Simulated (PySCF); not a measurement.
Gas-phase reaction: 3 SiH2F2 + c-Si3H6 = 6 SiH2F

Method: PySCF energies (xtb for GFN2) plus ideal-gas RRHO corrections (1 bar). † marks an energy on the PBE0/def2-TZVP geometry and frequencies; other levels use their own. CCSD(T) freezes the core. 6-31G* has spherical d functions here. Open shells (unrestricted): SiH2F (multiplicity 2); the rest are closed-shell singlets. GFN2 has no spin-polarisation term. B3LYP is the form with VWN-RPA correlation. c-Si3H6, SiH2F: computed as isolated molecules; such fragments, hydroxides, amides, oligomers or adducts are transient or little studied in the gas. CCSD(T) isn't extrapolated to the basis-set limit; its ΔH°(298 K) is 929.1 kJ in def2-SVP and 960.3 kJ in def2-TZVPP. The harmonic model lacks anharmonicity and excited electronic states, which grow with temperature; levels with a mode under 35 cm⁻¹ are left out.

ΔH° and ΔS° at 298 K: B3LYP/6-31G* 914 kJ, 408 J/K; BLYP/def2-TZVP† 849 kJ, 404 J/K; CCSD(T)/def2-TZVPP† 960 kJ, 404 J/K; GFN2-xTB 814 kJ, 392 J/K.

With the heat capacities included, give log10 K (1 bar) at 600, 800, 1200, 1400, 2000 K from B3LYP/6-31G*, BLYP/def2-TZVP†, CCSD(T)/def2-TZVPP†, GFN2-xTB.


```tsv
T (K)	B3LYP/6-31G*	BLYP/def2-TZVP†	CCSD(T)/def2-TZVPP†	GFN2-xTB
600	-58.4	-52.9	-62.6	-50.5
800	-38.7	-34.6	-41.9	-33.0
1200	-19.1	-16.5	-21.3	-15.7
1400	-13.6	-11.3	-15.5	-10.8
2000	-3.7	-2.2	-5.1	-2.1
```
